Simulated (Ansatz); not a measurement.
# SiH₆NO+ (SMILES [NH3+][SiH2]O): functionals against CCSD(T) at one geometry

A test off equilibrium: a frame of a short trajectory is computed at several levels, and each is set against CCSD(T).

Method: single points in def2-TZVPP; program: Ansatz 0.2.0, Gaussian basis.

Cores are frozen in the correlated methods.

### 1 The starting structure

SMILES `[NH3+][SiH2]O`, 9 atoms, charge 1, spin multiplicity 1.

Atoms are counted from 1 here; the program's logs count them from 0.

Bond lengths: N1–Si2 1.866 Å, N1–H4 1.068 Å, N1–H5 1.051 Å, N1–H6 1.026 Å, Si2–O3 1.641 Å, Si2–H7 1.546 Å, Si2–H8 1.497 Å, O3–H9 0.941 Å. Angles: Si2–N1–H4 110.5°, Si2–N1–H5 116.8°, Si2–N1–H6 107.7°, H4–N1–H5 106.7°, H4–N1–H6 108.5°, H5–N1–H6 106.4°, N1–Si2–O3 93.0°, N1–Si2–H7 104.2°, N1–Si2–H8 109.5°, O3–Si2–H7 118.1°, O3–Si2–H8 118.9°, H7–Si2–H8 110.1°, Si2–O3–H9 121.8°.

Coordinates:

```
N    -0.6674    0.6285   -0.6368
Si    0.6990   -0.4562    0.0256
O     0.0359   -0.5242    1.5256
H    -1.5753    0.0734   -0.7273
H    -0.4993    1.0853   -1.5686
H    -0.8160    1.3890    0.0352
H     1.9810    0.3862   -0.1674
H     0.7792   -1.7096   -0.7884
H     0.5470   -0.7461    2.2836
```

### 2 PBE-D4/def2-TZVPP

run/in.yaml reads:

```yaml
crystal:
  periodic: [false, false, false]
  atoms:
    - {symbol: N, position_ang: [-0.667362, 0.628487, -0.636802]}
    - {symbol: Si, position_ang: [0.699024, -0.456242, 0.025574]}
    - {symbol: O, position_ang: [0.035891, -0.524215, 1.525616]}
    - {symbol: H, position_ang: [-1.575263, 0.073439, -0.727311]}
    - {symbol: H, position_ang: [-0.499298, 1.085309, -1.568563]}
    - {symbol: H, position_ang: [-0.815964, 1.388959, 0.035227]}
    - {symbol: H, position_ang: [1.980966, 0.386168, -0.167387]}
    - {symbol: H, position_ang: [0.779216, -1.709645, -0.788380]}
    - {symbol: H, position_ang: [0.547003, -0.746062, 2.283577]}
basis:
  gaussian: {orbitals: def2-TZVPP}
total_charge: 1
hamiltonian: {xc: pbe, dispersion: d4}
output: {forces: true}
```

Command:

```bash
$ ansatz run in.yaml --threads 2 --pin off --events-out ev --progress --plain --max-ram 3481MiB
```

### 3 r2SCAN-D4/def2-TZVPP

run/in.yaml, as its differences from that of step 2:

```diff
@@ -15,3 +15,3 @@
 total_charge: 1
-hamiltonian: {xc: pbe, dispersion: d4}
+hamiltonian: {xc: r2scan, dispersion: d4}
 output: {forces: true}
```

### 4 PBE0-D4/def2-TZVPP

run/in.yaml, as its differences from that of step 3:

```diff
@@ -15,3 +15,3 @@
 total_charge: 1
-hamiltonian: {xc: r2scan, dispersion: d4}
-output: {forces: true}
+hamiltonian: {xc: pbe0, dispersion: d4}
+output: {forces: true, orbitals: {seedname: orbitals}}
```

### 5 wB97M-V/def2-TZVPP

run/in.yaml, as its differences from that of step 4:

```diff
@@ -15,3 +15,3 @@
 total_charge: 1
-hamiltonian: {xc: pbe0, dispersion: d4}
-output: {forces: true, orbitals: {seedname: orbitals}}
+hamiltonian: {xc: {name: wB97M-V}}
+output: {forces: true}
```

### 6 CCSD(T)/def2-TZVPP

run/in.yaml, as its differences from that of step 5:

```diff
@@ -15,3 +15,3 @@
 total_charge: 1
-hamiltonian: {xc: {name: wB97M-V}}
+correlation: {method: ccsd_t}
 output: {forces: true}
```

(Steps that only read results are left out.)

Before running it: what results should come out? Wanted: energy less free atoms, CCSD(T)/def2-TZVPP; RMS force component; RMS force error; HOMO and LUMO, PBE0-D4; T1 diagnostic.

As calculated:

| quantity | value |
| --- | --- |
| energy less free atoms, CCSD(T)/def2-TZVPP | -2270.8 kJ/mol |
| RMS force component | 0.718 to 0.771 eV/Å over the methods |
| RMS force error | PBE-D4 0.191, r2SCAN-D4 0.063, PBE0-D4 0.081, wB97M-V 0.033 eV/Å |
| HOMO and LUMO, PBE0-D4 | -14.16 and -5.43 eV |
| T1 diagnostic | 0.010 |

In words: Against CCSD(T) the functionals' energies less atoms differ by -87.4 to -32.9 kJ/mol, PBE-D4 by -85.4 kJ/mol. A larger basis would deepen the CCSD(T) value, while the functionals are nearly converged already, so the order here is not reliable. On forces the order runs from wB97M-V to PBE-D4.
